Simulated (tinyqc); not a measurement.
UHF in the sto-3g basis, for LiH, spin multiplicity 3, step by step (part 2 of 2). This run ends on a higher stationary point, not on the lowest solution. Computed by tinyqc, a small Python program that keeps every step (integrals from PySCF). Command: `OMP_NUM_THREADS=1 python tinyqc.py 25124 25125 out.jsonl` (the two numbers bound the seeds that draw the settings). One thread of a shared host (Intel(R) Xeon(R) Processor @ 2.60GHz), about 0.1 s of CPU time with the checks.

Geometry (angstrom):
```
atom         x         y         z
Li    0.000000  0.000000  0.000000
H     0.000000  0.000000  2.735000
```

## Convergence

Stop when the energy changes by less than 1e-08 hartree and every element of the error matrix X^T (F D S - S D F) X (for each spin) is below 3e-05.

Course of the cycle:
```
iteration  E (hartree)     change  largest element of the error matrix
1          -7.58614140          -                             1.84e-01
2          -7.68918261  -1.03e-01                             6.87e-02
3          -7.70194208  -1.28e-02                             2.36e-02
4          -7.70401157  -2.07e-03                             1.80e-03
5          -7.70402132  -9.74e-06                             3.59e-05
6          -7.70402132  -2.06e-09                             4.90e-06
```

PySCF UHF in the same basis, after a stability check = -7.77859961 hartree

Converged in 6 iterations. But the solution lies 0.07458 hartree above the reference: it is another stationary point, not the lowest one. Reruns (cap 100 unless said): DIIS 8: converged in 6 to a higher stationary point; damping 0.5: converged in 27 to a higher stationary point; level shift 0.5: converged in 22 to a higher stationary point; atomic densities as start, DIIS 8: converged in 8.

## Populations, bond orders and dipole

D(alpha) after iteration 6, lower triangle:
```
            1Li 1s    1Li 2s    1Li 2px   1Li 2py   1Li 2pz     2H 1s
1Li 1s    0.980474
1Li 2s    0.036308  0.011577
1Li 2px   0.000000  0.000000   0.765547
1Li 2py   0.000000  0.000000  -0.423657  0.234453
1Li 2pz  -0.002348  0.009663   0.000000  0.000000  0.009295
2H 1s    -0.036656  0.094881   0.000000  0.000000  0.091786  0.906497
```

D(beta) after iteration 6, lower triangle:
```
            1Li 1s     1Li 2s   1Li 2px   1Li 2py    1Li 2pz     2H 1s
1Li 1s    0.983295
1Li 2s    0.032520   0.001075
1Li 2px   0.000000   0.000000  0.000000
1Li 2py   0.000000   0.000000  0.000000  0.000000
1Li 2pz   0.000645   0.000021  0.000000  0.000000   0.000000
2H 1s    -0.003413  -0.000113  0.000000  0.000000  -0.000002  0.000012
```

overlap S, lower triangle:
```
           1Li 1s    1Li 2s   1Li 2px   1Li 2py   1Li 2pz     2H 1s
1Li 1s   1.000000
1Li 2s   0.241137  1.000000
1Li 2px  0.000000  0.000000  1.000000
1Li 2py  0.000000  0.000000  0.000000  1.000000
1Li 2pz  0.000000  0.000000  0.000000  0.000000  1.000000
2H 1s    0.004291  0.159359  0.000000  0.000000  0.243614  1.000000
```

Mulliken: Z minus the diagonal of D S on the atom; Loewdin: the same with S^(1/2) D S^(1/2); Mayer order: 2 sum_s sum (D(s) S)_ij (D(s) S)_ji over the two atoms.

Charges (e):
```
atom   Mulliken    Loewdin  Mulliken spin
1Li   -0.056201  -0.075020       1.056158
2H     0.056201   0.075020       0.943842
```

Mayer bond orders:
```
pair     order
2-1   0.106004
```

dipole moment about the origin, x y z (debye): 0.000000  0.000000  0.342357

<S^2> of the determinant (pure state: 2) = 2.000048
